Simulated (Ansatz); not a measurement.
# CH7AlSi: the cost of one run

Program: Ansatz 0.2.0. Level of theory: RKS PBE0/STO-3G. These are calculated values, not measurements.

### 1 The system as given

Bond lengths: C1–Al2 1.927 Å, Al2–Si3 2.338 Å, C1–H4 1.094 Å, C1–H5 1.099 Å, C1–H6 1.171 Å, Al2–H7 1.614 Å, Si3–H8 1.418 Å, Si3–H9 1.523 Å, Si3–H10 1.500 Å. Angles (14 of 15 angles, heavy atoms first): C1–Al2–Si3 118.7°, C1–Al2–H7 121.4°, Si3–Al2–H7 119.9°, Al2–C1–H4 109.5°, Al2–C1–H5 113.4°, Al2–C1–H6 111.2°, Al2–Si3–H8 111.3°, Al2–Si3–H9 110.5°, Al2–Si3–H10 110.1°, H4–C1–H5 110.5°, H4–C1–H6 105.1°, H5–C1–H6 106.8°, H8–Si3–H9 110.5°, H8–Si3–H10 107.9°.

Coordinates:

```xyz
10

C    -1.3935    0.9128   -0.7493
Al    0.4222    0.2705   -0.6890
Si    1.0734   -1.0849    1.1019
H    -1.8597    0.6017   -1.6889
H    -1.9998    0.5880    0.1077
H    -1.4293    2.0828   -0.7643
H     1.4866    0.6463   -1.8431
H     0.3145   -2.2825    1.1455
H     0.9488   -0.3266    2.4166
H     2.5198   -1.4594    0.9659
```

### 2 Preparing the start

input.yaml

```yaml
crystal:
  periodic: [false, false, false]
  atoms:
    - { symbol: C, position_ang: [-1.3935, 0.9128, -0.7493] }
    - { symbol: Al, position_ang: [0.4222, 0.2705, -0.689] }
    - { symbol: Si, position_ang: [1.0734, -1.0849, 1.1019] }
    - { symbol: H, position_ang: [-1.8597, 0.6017, -1.6889] }
    - { symbol: H, position_ang: [-1.9998, 0.588, 0.1077] }
    - { symbol: H, position_ang: [-1.4293, 2.0828, -0.7643] }
    - { symbol: H, position_ang: [1.4866, 0.6463, -1.8431] }
    - { symbol: H, position_ang: [0.3145, -2.2825, 1.1455] }
    - { symbol: H, position_ang: [0.9488, -0.3266, 2.4166] }
    - { symbol: H, position_ang: [2.5198, -1.4594, 0.9659] }
basis:
  gaussian: { orbitals: STO-3G }
hamiltonian:
  xc: pbe0
relax:
  f_tol: 0.02
  max_steps: 40
```

Started as:

```sh
> ansatz run input.yaml --threads 1 --pin off --max-ram 2048MiB --backend cpu --events-out ev --progress --plain --runs-dir out
```

What time and memory should one allow on 1 thread of Arm Neoverse V1, shared host?

About 7.5 s, with a peak of 0.12 GiB.
